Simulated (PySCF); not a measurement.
**Dipole moment and polarisability across levels of theory**

Species: C2H2O.
SMILES with atom numbers: `[CH2:1]=[C:2]=[O:3]` (hydrogens: H4, H5 on C1)

Cartesian coordinates in Å at the PBE0-D3(BJ)/def2-SVP level; atoms count from 1:
```xyz
5
C2H2O angstrom
C     -0.5417    0.0235    0.0295
C      0.7701   -0.0320   -0.0423
O      1.9281   -0.0806   -0.1049
H     -1.0417    0.9921    0.0494
H     -1.1147   -0.9029    0.0683
```

PySCF, dipoles from the SCF density, polarisabilities from static response with core orbitals frozen. Isolated species at its PBE0-D3(BJ)/def2-SVP geometry, gas phase.

How do dipole and polarisability depend on functional and basis here?

| level | μ (D) | error (%) | α (au) | error (%) | anisotropy (au) |
| --- | --- | --- | --- | --- | --- |
| LDA/def2-SVPD | 1.530 | +7.8 | 28.77 | -3.1 | 20.38 |
| PBE/def2-SVPD | 1.440 | +1.4 | 28.52 | -3.9 | 20.36 |
| B3LYP/def2-SVPD | 1.552 | +9.3 | 28.14 | -5.2 | 20.25 |
| PBE0/def2-SVPD | 1.548 | +9.0 | 27.84 | -6.2 | 20.02 |
| BHandHLYP/def2-SVPD | 1.681 | +18.4 | 27.47 | -7.5 | 19.97 |
| CAM-B3LYP/def2-SVPD | 1.587 | +11.8 | 28.00 | -5.7 | 20.40 |
| wB97X-D/def2-SVPD | 1.569 | +10.5 | 28.17 | -5.1 | 20.04 |
| LC-wPBE/def2-SVPD | 1.534 | +8.1 | 27.61 | -7.0 | 20.50 |
| HF/def2-SVPD | 1.823 | +28.4 | 27.03 | -9.0 | 19.57 |
| PBE0/6-31G* | 1.437 | +1.2 | 20.41 | -31.3 | 23.84 |
| PBE0/def2-SVP | 1.367 | -3.7 | 21.27 | -28.4 | 22.86 |
| PBE0/6-31+G* | 1.536 | +8.2 | 25.04 | -15.7 | 24.44 |
| PBE0/aug-cc-pVDZ | 1.503 | +5.9 | 28.49 | -4.1 | 20.55 |
| PBE0/def2-TZVP | 1.463 | +3.0 | 25.67 | -13.5 | 22.09 |
| PBE0/def2-TZVPD | 1.501 | +5.7 | 28.67 | -3.4 | 19.84 |
| PBE0/aug-cc-pVTZ | 1.501 | +5.7 | 28.85 | -2.9 | 19.91 |

Reference dipole: 1.420 D (measured, gas; NIST CCCBDB Release 22 (SRD 101), experimental dipoles). Reference polarisability: 4.400 Å³ (measured, gas; NIST CCCBDB Release 22 (SRD 101), experimental polarizabilities). The anisotropy is √(½[(α1 − α2)² + (α2 − α3)² + (α3 − α1)²]). For the dipole, the smallest error is 1.2% (PBE0/6-31G*) and the largest 28.4% (HF/def2-SVPD). For the polarisability, the smallest error is 2.9% (PBE0/aug-cc-pVTZ) and the largest 31.3% (PBE0/6-31G*). The dipole runs from 1.37 D (PBE0/def2-SVP) to 1.82 D (HF/def2-SVPD). In one basis (def2-SVPD) the functionals order the polarisability from HF (lowest) to LDA (highest), a spread of 6%. With PBE0 the polarisability is 22.45 au without diffuse functions (mean of 6-31G*, def2-SVP and def2-TZVP) and 27.78 au with them (mean of 6-31+G*, def2-SVPD, aug-cc-pVDZ, def2-TZVPD and aug-cc-pVTZ). Measured values can belong to vibrating molecules; the computed ones are for one fixed geometry.
